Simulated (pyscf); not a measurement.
A first-order saddle from PySCF, ωB97X-D3(BJ)/def2-SVP:

```xyz
11

C     -1.4597    -0.9123     0.2139
Sn     0.2686     0.7193    -0.1730
H     -1.1438    -1.5627    -0.6159
H     -2.5564    -1.0112     0.2948
H     -1.0354    -1.2716     1.1637
H      0.6715     1.7454     1.1231
H      1.3065    -0.6620    -0.0019
H      0.4005     1.2218    -1.7903
S     -2.2051     2.0594    -0.2087
H     -1.8400     0.3967     0.0217
H     -2.2111     2.2895     1.1195
```

Surface: singlet, charge 0. Lowest wavenumbers (cm⁻¹): 1518i, 167, 206, 209, 279.

Task: Name the species on either side of this saddle.

Result: H₃C–SnH₃ + H₂S ⇌ methane (CH₄) + HS–SnH₃, a four-centre exchange read from left to right: C–Sn, H–S broken and C–H, S–Sn formed. At ωB97M-D3(BJ)/def2-TZVP it lies +44.8 kcal/mol from the left side and +64.4 kcal/mol from the right (each side as separated species at their lowest minima found). One saddle was located; it need not be the lowest between these sides. Elements past Kr carry the def2 core potentials, without spin-orbit coupling.
